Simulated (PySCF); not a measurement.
**ethylamine: calculation against experiment**

**Experimental background.**

From NIST CCCBDB Release 22 (SRD 101), experimental polarizabilities, for the gas: mean polarisability 5.87 Å³.

The runs below try to reproduce these values; the comparison stands at the end.

Species: ethylamine, C2H7N.
Numbering: `[CH3:1][CH2:2][NH2:3]` (hydrogens: H4, H5, H6 on C1; H7, H8 on C2; H9, H10 on N3)

Cartesian coordinates in Å at the PBE0-D3(BJ)/def2-TZVP level; atoms count from 1:
```
atom  x, y, z in Å
C1    -1.062   -0.084   -0.077
C2     0.319    0.552   -0.141
N3     1.429   -0.312    0.223
H4    -1.844    0.627   -0.358
H5    -1.281   -0.440    0.934
H6    -1.129   -0.941   -0.754
H7     0.349    1.429    0.513
H8     0.504    0.926   -1.152
H9     1.454   -1.126   -0.381
H10    1.310   -0.659    1.168
```

Runs made with PySCF (gas phase, on this PBE0-D3(BJ)/def2-TZVP geometry; no spin–orbit coupling):

```json
{"level": "CAM-B3LYP/aug-cc-pVTZ", "job": "10 singlets by full TDDFT, 4 Tamm–Dancoff triplets, polarisability", "basis functions": "299", "wall time": "18 s"}
{"level": "PBE0/aug-cc-pVTZ", "job": "10 singlets by full TDDFT, 4 Tamm–Dancoff triplets, polarisability, dynamic polarisability", "basis functions": "299", "wall time": "17 s"}
{"level": "wB97X-D/aug-cc-pVTZ", "job": "10 singlets by full TDDFT, 4 Tamm–Dancoff triplets, polarisability, ΔSCF ions", "basis functions": "299", "wall time": "34 s"}
```

Hardware: Intel Xeon 6975P-C, one thread, no GPU, on a shared host.

**Comparison with experiment**

**Mean polarisability.** Measured: 5.87 Å³ (NIST CCCBDB Release 22 (SRD 101), experimental polarizabilities).

```
                level  computed (Å³)  computed − measured (Å³)  % (from the printed values)
CAM-B3LYP/aug-cc-pVTZ           5.65                     -0.22                           -4
     PBE0/aug-cc-pVTZ           5.70                     -0.17                           -3
  wB97X-D/aug-cc-pVTZ           5.64                     -0.23                           -4
```

Closest is PBE0/aug-cc-pVTZ (-0.17 Å³), furthest wB97X-D/aug-cc-pVTZ (-0.23 Å³); one molecule doesn't rank methods. All 3 levels lie below the measurement. The computed values are static and purely electronic, with core orbitals frozen in the response (1 au = 0.148185 Å³). The table of measured values doesn't say here whether a value is static or optical, or holds a vibrational part. The measurement averages over conformers, the calculation has one.

No measured geometry was used, and the causes of the misses weren't examined.
